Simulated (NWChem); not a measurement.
# CH5BO (SMILES CBO): M06-2X/def2-TZVP

Aim: the vertical ionisation energy of CH5BO at M06-2X/def2-TZVP, from 2 runs. 

The results are computed with NWChem 7.3.0.

**1. The molecule**

CH5BO has 8 atoms, charge 0, and is taken as a singlet. As SMILES, `CBO`. The shape is that of a PBE0-D4/def2-TZVP optimisation. This is one conformer, not always the lowest.

Bond lengths: C1–B2 1.559 Å, B2–O3 1.357 Å, C1–H4 1.092 Å, C1–H5 1.096 Å, C1–H6 1.096 Å, B2–H7 1.207 Å, O3–H8 0.960 Å. Angles: C1–B2–O3 119.4°, C1–B2–H7 121.8°, O3–B2–H7 118.7°, B2–C1–H4 113.4°, B2–C1–H5 110.2°, B2–C1–H6 110.2°, B2–O3–H8 113.1°, H4–C1–H5 108.7°, H4–C1–H6 108.7°, H5–C1–H6 105.3°.

**2. A single-point energy at M06-2X/def2-TZVP**

Input file geom.nw:

```
start geom
memory 2200 mb
geometry noautosym nocenter noautoz
 C       -0.618600       0.710300      -0.324600
 B        0.508800      -0.240100       0.180200
 O        0.240700      -1.558300       0.355600
 H       -1.568300       0.201200      -0.499400
 H       -0.308500       1.205100      -1.251900
 H       -0.780500       1.520100       0.395700
 H        1.620500       0.163100       0.420800
 H        0.998200      -2.058400       0.667700
end
basis spherical bse
 * library def2-TZVP
end
dft
 xc m06-2x
 mult 1
 grid medium
 convergence energy 1e-08
 maxiter 100
 mulliken
 noprint "final vectors analysis"
end
task dft energy
```

The run is started by

```
$ nwchem geom.nw > geom.out
```

What it wrote:

```text
Northwest Computational Chemistry Package (NWChem) 7.3.0
             --------------------------------------------------------

           Job information
           ---------------

    nwchem branch   = 7.3.0
    use scalapack   = T
    input           = geom.nw
    prefix          = geom.
    data base       = ./geom.db
    status          = startup
    nproc           =        1

           Memory information
           ------------------

    heap     =     72089596 doubles =      550.0 Mbytes
    stack    =     72089601 doubles =      550.0 Mbytes
    global   =    144179200 doubles =     1100.0 Mbytes (distinct from heap & stack)
    total    =    288358397 doubles =     2200.0 Mbytes
    verify   = yes
    hardfail = no

           Directory information
           ---------------------

  0 permanent = .
  0 scratch   = .

                                NWChem Input Module
                                -------------------

 Scaling coordinates for geometry "geometry" by  1.889725989
 (inverse scale =  0.529177249)

                             Geometry "geometry" -> ""
                             -------------------------

 Output coordinates in angstroms (scale by  1.889725989 to convert to a.u.)

  No.       Tag          Charge          X              Y              Z
 ---- ---------------- ---------- -------------- -------------- --------------
    1 C                    6.0000    -0.61860000     0.71030000    -0.32460000
    2 B                    5.0000     0.50880000    -0.24010000     0.18020000
    3 O                    8.0000     0.24070000    -1.55830000     0.35560000
    4 H                    1.0000    -1.56830000     0.20120000    -0.49940000
    5 H                    1.0000    -0.30850000     1.20510000    -1.25190000
    6 H                    1.0000    -0.78050000     1.52010000     0.39570000
    7 H                    1.0000     1.62050000     0.16310000     0.42080000
    8 H                    1.0000     0.99820000    -2.05840000     0.66770000

      Atomic Mass
      -----------

      C                 12.000000
      B                 11.009310
      O                 15.994910
      H                  1.007825

 Effective nuclear repulsion energy (a.u.)      66.5926056959

            Nuclear Dipole moment (a.u.)
            ----------------------------
        X                 Y               Z
 ---------------- ---------------- ----------------
     1.3594688762   -15.8245654284     2.8933594611

            XYZ format geometry
            -------------------
     8
 geometry
 C                    -0.61860000     0.71030000    -0.32460000
 B                     0.50880000    -0.24010000     0.18020000
 O                     0.24070000    -1.55830000     0.35560000
 H                    -1.56830000     0.20120000    -0.49940000
 H                    -0.30850000     1.20510000    -1.25190000
 H                    -0.78050000     1.52010000     0.39570000
 H                     1.62050000     0.16310000     0.42080000
 H                     0.99820000    -2.05840000     0.66770000

 ==============================================================================
                                internuclear distances
 ------------------------------------------------------------------------------
       center one      |      center two      | atomic units |  angstroms
 ------------------------------------------------------------------------------
    2 B                |   1 C                |     2.94525  |     1.55856
    3 O                |   2 B                |     2.56355  |     1.35657
    4 H                |   1 C                |     2.06289  |     1.09164
    5 H                |   1 C                |     2.07085  |     1.09584
    6 H                |   1 C                |     2.07080  |     1.09582
    7 H                |   2 B                |     2.28050  |     1.20679
    8 H                |   3 O                |     1.81385  |     0.95985
 ------------------------------------------------------------------------------
                         number of included internuclear distances:          7
 ==============================================================================

 ==============================================================================
                                 internuclear angles
 ------------------------------------------------------------------------------
        center 1       |       center 2       |       center 3       |  degrees
 ------------------------------------------------------------------------------
    2 B                |   1 C                |   4 H                |   113.38
    2 B                |   1 C                |   5 H                |   110.16
    2 B                |   1 C                |   6 H                |   110.16
    4 H                |   1 C                |   5 H                |   108.74
    4 H                |   1 C                |   6 H                |   108.75
    5 H                |   1 C                |   6 H                |   105.33
    1 C                |   2 B                |   3 O                |   119.44
    1 C                |   2 B                |   7 H                |   121.82
    3 O                |   2 B                |   7 H                |   118.75
    2 B                |   3 O                |   8 H                |   113.10
 ------------------------------------------------------------------------------
                            number of included internuclear angles:         10
 ==============================================================================

 Summary of "ao basis" -> "" (spherical)
 ------------------------------------------------------------------------------
       Tag                 Description            Shells   Functions and Types
 ---------------- ------------------------------  ------  ---------------------
 *                         def2-TZVP                  on all atoms

                                 NWChem DFT Module
                                 -----------------

                      Basis "ao basis" -> "ao basis" (spherical)
                      -----
  [basis functions not shown]

 Summary of "ao basis" -> "ao basis" (spherical)
 ------------------------------------------------------------------------------
       Tag                 Description            Shells   Functions and Types
 ---------------- ------------------------------  ------  ---------------------
 C                         def2-TZVP                11       31   5s3p2d1f
 B                         def2-TZVP                11       31   5s3p2d1f
 O                         def2-TZVP                11       31   5s3p2d1f
 H                         def2-TZVP                 4        6   3s1p

 Summary of "ao basis" -> "ao basis" (spherical)
 ------------------------------------------------------------------------------
       Tag                 Description            Shells   Functions and Types
 ---------------- ------------------------------  ------  ---------------------
 C                         def2-TZVP                11       31   5s3p2d1f
 B                         def2-TZVP                11       31   5s3p2d1f
 O                         def2-TZVP                11       31   5s3p2d1f
 H                         def2-TZVP                 4        6   3s1p

  Caching 1-el integrals
  itol2e modified to match energy
  convergence criterion.
  tol_rho modified to match energy
  convergence criterion.

            General Information
            -------------------
          SCF calculation type: DFT
          Wavefunction type:  closed shell.
          No. of atoms     :     8
          No. of electrons :    24
           Alpha electrons :    12
            Beta electrons :    12
          Charge           :     0
          Spin multiplicity:     1
          Use of symmetry is: off; symmetry adaption is: off
          Maximum number of iterations: 100
          AO basis - number of functions:   123
                     number of shells:    53
          Convergence on energy requested:  1.00D-08
          Convergence on density requested:  1.00D-05
          Convergence on gradient requested:  5.00D-04

              XC Information
              --------------
                       M06-2X Method XC Functional
                     Hartree-Fock (Exact) Exchange  0.540
                        M06-2X Exchange Functional  1.000
                      M06-2X Correlation Potential  1.000

             Grid Information
             ----------------
          Grid used for XC integration:  medium
          Radial quadrature: Mura-Knowles
          Angular quadrature: Lebedev.
          Tag              B.-S. Rad. Rad. Pts. Rad. Cut. Ang. Pts.
          ---              ---------- --------- --------- ---------
          C                   0.70       49          10.0       434
          B                   0.85       49           9.0       434
          O                   0.60       49          10.0       434
          H                   0.35       45          11.0       434
          Grid pruning is: on
          Number of quadrature shells:   372
          Spatial weights used:  Erf1

          Convergence Information
          -----------------------
          Convergence aids based upon iterative change in
          total energy or number of iterations.
          Levelshifting, if invoked, occurs when the
          HOMO/LUMO gap drops below (HL_TOL):  1.00D-02
          DIIS, if invoked, will attempt to extrapolate
          using up to (NFOCK): 10 stored Fock matrices.

                    Damping( 0%)  Levelshifting(0.5)       DIIS
                  --------------- ------------------- ---------------
          dE  on:    start            ASAP                start
          dE off:    2 iters        100 iters           100 iters

      Screening Tolerance Information
      -------------------------------
          Density screening/tol_rho:  1.00D-11
          AO Gaussian exp screening on grid/accAOfunc:  18
          CD Gaussian exp screening on grid/accCDfunc:  20
          XC Gaussian exp screening on grid/accXCfunc:  20
          Schwarz screening/accCoul:  1.00D-09

      Superposition of Atomic Density Guess
      -------------------------------------

 Sum of atomic energies:        -139.48939430

      Non-variational initial energy
      ------------------------------

 Total energy =    -140.979280
 1-e energy   =    -319.506672
 2-e energy   =     111.934787
 HOMO         =      -0.371686
 LUMO         =       0.026030

   Time after variat. SCF:      0.4

     ---------------------------------------------
      Total Density - Mulliken Population Analysis
     ---------------------------------------------

    Atom       Charge   Shell Charges
 -----------   ------   -------------------------------------------------------
    1 C    6     6.71   0.86  1.12  0.57  0.68  0.11  1.34  1.53  0.48  0.01  0.01  0.00
    2 B    5     4.57   0.92  1.06  0.55  0.51  0.08  0.76  0.49  0.05  0.06  0.07  0.02
    3 O    8     8.70   0.79  1.18  0.60  0.93  0.24  2.01  2.15  0.78  0.00  0.01  0.00
    4 H    1     0.82   0.24  0.43  0.13  0.02
    5 H    1     0.80   0.23  0.42  0.12  0.02
    6 H    1     0.80   0.23  0.42  0.12  0.02
    7 H    1     1.04   0.25  0.53  0.26  0.01
    8 H    1     0.55   0.20  0.25  0.06  0.04
   Time prior to 1st pass:      0.4

 Grid_pts file          = ./geom.gridpts.0
 Record size in doubles =  12289        No. of grid_pts per rec  =   3070
 Max. records in memory =     59        Max. recs in file   = *********

           Memory utilization after 1st SCF pass:
           Heap Space remaining (MW):       37.81            37805260
          Stack Space remaining (MW):       72.09            72088748

   convergence    iter        energy       DeltaE   RMS-Dens  Diis-err    time
 ---------------- ----- ----------------- --------- --------- ---------  ------
 d= 0,ls=0.0,diis     1   -141.1775346249 -2.08D+02  4.82D-03  4.82D-01     2.7
 d= 0,ls=0.0,diis     2   -141.1933651754 -1.58D-02  2.23D-03  4.71D-01     4.9
 d= 0,ls=0.0,diis     3   -141.2321324171 -3.88D-02  4.77D-04  1.53D-02     7.2
 d= 0,ls=0.0,diis     4   -141.2333858811 -1.25D-03  1.43D-04  8.81D-04     9.4
 d= 0,ls=0.0,diis     5   -141.2334816663 -9.58D-05  5.26D-05  7.08D-05    11.7
  Resetting Diis
 d= 0,ls=0.0,diis     6   -141.2334911224 -9.46D-06  1.00D-05  2.50D-06    13.9
 d= 0,ls=0.0,diis     7   -141.2334914656 -3.43D-07  1.69D-06  6.10D-08    16.1
 d= 0,ls=0.0,diis     8   -141.2334914697 -4.07D-09  6.82D-07  5.47D-08    18.4

         Total DFT energy =     -141.233491469704
      One electron energy =     -322.796495838982
           Coulomb energy =      134.895735734891
    Exchange-Corr. energy =      -19.925337061466
 Nuclear repulsion energy =       66.592605695852

 Numeric. integr. density =       23.999997790724

     Total iterative time =     17.9s

     ---------------------------------------------
      Total Density - Mulliken Population Analysis
     ---------------------------------------------

    Atom       Charge   Shell Charges
 -----------   ------   -------------------------------------------------------
    1 C    6     6.47   0.85  1.12  0.50  0.64  0.14  1.35  1.37  0.47  0.01  0.02  0.00
    2 B    5     4.86   0.91  1.06  0.51  0.46  0.05  0.97  0.63  0.04  0.07  0.13  0.02
    3 O    8     8.41   0.79  1.18  0.59  0.87  0.31  1.90  1.92  0.83  0.00  0.02  0.00
    4 H    1     0.86   0.27  0.45  0.11  0.02
    5 H    1     0.86   0.27  0.45  0.12  0.02
    6 H    1     0.86   0.27  0.45  0.12  0.02
    7 H    1     1.02   0.27  0.49  0.25  0.01
    8 H    1     0.67   0.26  0.33  0.03  0.05

     -------------------------------------------
      Total Density - Lowdin Population Analysis
     -------------------------------------------

    Atom       Charge   Shell Charges
 -----------   ------   -------------------------------------------------------
    1 C    6     6.29   0.91  1.04  0.35  0.35  0.18  1.15  1.44  0.69  0.01  0.15  0.02
    2 B    5     5.59   0.95  1.00  0.33  0.28  0.14  0.85  0.87  0.28  0.13  0.58  0.18
    3 O    8     7.82   0.87  1.08  0.50  0.53  0.28  1.74  1.84  0.91  0.00  0.05  0.00
    4 H    1     0.86   0.25  0.38  0.16  0.06
    5 H    1     0.85   0.25  0.38  0.16  0.06
    6 H    1     0.85   0.25  0.38  0.16  0.06
    7 H    1     0.95   0.25  0.44  0.24  0.03
    8 H    1     0.79   0.25  0.30  0.10  0.15

 center of mass
 --------------
 x =   0.08535771 y =  -0.77254211 z =   0.15048343

 moments of inertia (a.u.)
 ------------------
         186.696530114310          55.339235212708         -24.482729029444
          55.339235212708          75.349210641071          46.438336533688
         -24.482729029444          46.438336533688         219.324348950386

     Multipole analysis of the density
     ---------------------------------

     L   x y z        total         alpha         beta         nuclear
     -   - - -        -----         -----         ----         -------
     0   0 0 0     -0.000000    -12.000000    -12.000000     24.000000

     1   1 0 0      0.414307     -0.472581     -0.472581      1.359469
     1   0 1 0     -0.086102      7.869232      7.869232    -15.824565
     1   0 0 1      0.134983     -1.379188     -1.379188      2.893359

     2   2 0 0    -14.299857    -26.505482    -26.505482     38.711108
     2   1 1 0     -2.477461     16.459412     16.459412    -35.396286
     2   1 0 1      0.480226     -7.896447     -7.896447     16.273120
     2   0 2 0    -13.792803    -61.906596    -61.906596    110.020390
     2   0 1 1     -0.813337     14.495676     14.495676    -29.804688
     2   0 0 2    -14.063722    -14.892292    -14.892292     15.720862

 Task  times  cpu:       18.3s     wall:       18.3s
 Total times  cpu:       18.4s     wall:       18.4s
```

Wall time 20 s (1 thread of AMD EPYC 7R13 (Zen 3), shared host); peak memory 0.11 GiB.

(Part 1 of 2 ends here.)
